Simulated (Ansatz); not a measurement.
PH₂, doublet: reading a ladder of total energies

Geometry: that of the PH2⁻, singlet, kept fixed.

```xyz
3

P     0.0000   -0.0612    0.0000
H     0.0000    0.9398   -1.0301
H     0.0000    0.9398    1.0301
```

Basis aug-cc-pVTZ; Ansatz 0.2.0. Only valence electrons are correlated (noble-gas cores frozen), which leaves 7 electrons in 91 orbitals. Prefix R: restricted or restricted open-shell reference; prefix U: unrestricted.

Full CI isn't at hand for all of this; UCCSDT(Q) serves as the reference, and is uncertain by about the last step of the cluster series.

Runs differ by some tens of microhartree through their thresholds and, for an open shell, their frozen cores, so steps under 0.03 kcal/mol mean nothing.

```csv
level,total energy (hartree)
UHF,-341.887086
UMP2,-342.027091
UCCSD,-342.053815
UCCSD(T),-342.059784
UCCSDT,-342.060742
UCCSDT(Q),-342.060958
```

Question: What is the correlation energy at UCCSDT(Q), and what share of it do UMP2 and UCCSD(T) recover?

Answer: E(corr) = -342.060958 − (-341.887086) = -0.173872 hartree = -4.731 eV. UMP2: -0.140005 / -0.173872 = 80.52 %. UCCSD(T): -0.172698 / -0.173872 = 99.32 %.

Question: By how many kcal/mol does UCCSD(T) miss UCCSDT(Q) (1 hartree = 627.509 kcal/mol), and which steps make up the rest?

Answer: -342.059784 − (-342.060958) = 0.001174 hartree = 0.74 kcal/mol. Steps: UCCSDT − UCCSD(T) = -0.60, UCCSDT(Q) − UCCSDT = -0.14 kcal/mol. That is within 1 kcal/mol of the reference in this basis, which itself misses far more of the correlation at the basis-set limit.
